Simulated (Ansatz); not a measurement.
Relaxed structures of SiNH6S (charge +1), closed shell (PBE0-D4/def2-TZVP; forces vanish, vibrations not checked; lower isomers may exist, and structures with a doubtful reference or unclear bonds are left out; Å). Program: Ansatz 0.2.0. Basis: def2-TZVPP. Cores are frozen in the correlated methods.

Rank them by CCSD(T) energy, lowest first, and give each one's height above the lowest. Links in brackets join atoms within 1.22 times the sum of their covalent radii (1.1 for two metals). (To be estimated.)
A.
SiNH₆S ([NH2][SiH2][SH2]), total charge +1
```
9
angstrom
N -0.4141 0.7170 -0.8444
Si 0.1384 -0.6816 -0.1326
S 1.0628 -0.0950 1.9730
H -1.3688 1.0351 -0.7795
H 0.1625 1.3271 -1.4035
H -0.0946 0.0595 2.6491
H 1.3796 -1.2324 -0.6976
H -0.9216 -1.6080 0.2923
H 1.2746 -1.3431 2.4443
```
B.
SiNH₆S ([SiH3][NH2][SH]), total charge +1
```
9
angstrom
N -0.0904 -0.7487 0.1340
Si -0.3626 0.9422 -0.6552
S 0.5869 -0.6669 1.7843
H -0.8655 0.6045 -1.9997
H 0.9948 1.5141 -0.6257
H -1.3345 1.5647 0.2566
H 0.4840 -1.3678 -0.4429
H -0.9920 -1.2231 0.2361
H 1.6105 0.1286 1.4219
```
C.
SiNH₆S ([NH3][SiH2][SH]), total charge +1
```
9
angstrom
N -0.4215 0.8615 -0.6935
Si -0.0720 -0.8221 0.1383
S 0.5936 -0.4507 2.0773
H -0.8164 0.7552 -1.6309
H 0.4247 1.4265 -0.7838
H -1.0854 1.4116 -0.1448
H 0.9089 -1.3919 -0.8009
H -1.4232 -1.4047 0.1171
H 1.8914 -0.3853 1.7212
```
D.
SiNH₆S ([NH3][SiH][SH2]), total charge +1
```
9
angstrom
N -0.4521 0.8402 -0.6928
Si 0.2213 -0.9854 -0.1969
S 0.7633 -0.2154 2.0194
H -1.0750 0.7138 -1.4922
H 0.2936 1.4578 -1.0091
H -0.9916 1.3341 0.0160
H 0.3669 -1.3194 2.6811
H -1.1385 -1.2693 0.4118
H 2.0734 -0.5253 2.0786
```

By the calculation: C (0.00 kcal/mol), A (20.34 kcal/mol), D (38.38 kcal/mol), B (47.44 kcal/mol). Heights count from the lowest.

The T1 diagnostic stays at or below 0.012.

For scale, one of the runs: CCSD(T)/def2-TZVPP, 199 basis functions, launched by `ansatz run in.yaml --threads 2 --pin off --events-out ev --progress --plain --max-ram 4352MiB`. The run took 48 s on 2 CPU threads of an Intel Xeon Platinum 8375C (shared host), with 2.2 GiB of host memory at its peak.
